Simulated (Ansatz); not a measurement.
Relaxing AgW₂

Method: Ansatz, DFT PBE, scalar-relativistic, plane waves, PAW. Cutoff 420 eV, Γ-centred k mesh, Gaussian smearing, no spin polarisation in the final step.

AgW₂ was placed on the cadmium chloride structure type (R-3m, No. 166), with Ag in place of Cd, W in place of Cl, at a guessed volume.

```xyz
3
Lattice="1.7213 0.9938 5.1987 -1.7213 0.9938 5.1987 0.0000 -1.9876 5.1987" Properties=species:S:1:pos:R:3 pbc="T T T"
Ag    0.0000    0.0000    0.0000
W     0.0000    0.0000   11.6970
W     0.0000    0.0000    3.8990
```

Cell and atoms relax at zero pressure; the relaxation can't lower the symmetry of the start. After a coarse first stage the cell is made exact in the group found at 0.06 Å.

Formation energies are uncorrected and refer to the elements' standard structures at the same level.

**Question.** Describe the relaxed structure.

**Answer.** It keeps R-3m (No. 166), but not the shape of the type it started on. Conventional cell: a = 3.071 Å, c = 19.740 Å. Ag has 6 W at 2.98 Å and 6 Ag at 3.07 Å; W has 3 W at 2.52 Å, 3 Ag at 2.98 Å and 6 W at 3.07 Å.

```xyz
3
Lattice="1.5354 0.8865 6.5801 -1.5354 0.8865 6.5801 0.0000 -1.7730 6.5801" Properties=species:S:1:pos:R:3 pbc="T T T"
Ag    0.0000    0.0000    0.0000
W     0.0000    0.0000   15.5567
W     0.0000    0.0000    4.1837
```

**Question.** What are its volume, energy, density and gap?

**Answer.** The volume per atom is 17.91 Å³ and the density is 14.69 g/cm³. The energy over the elements is 0.66 eV/atom and the gap on the 18×18×18 mesh is 0 eV (a metal).

The final run used a 18×18×18 mesh on its 3-atom cell and 0.10 eV smearing. The k mesh leaves about 4 meV/atom of noise in metals. Spin–orbit coupling is left out. A structure relaxed within its symmetry needn't be a true minimum.

Cost: 3 runs of about 2 core-minutes in all, on Intel Xeon 6975P-C (Granite Rapids) (shared hosts).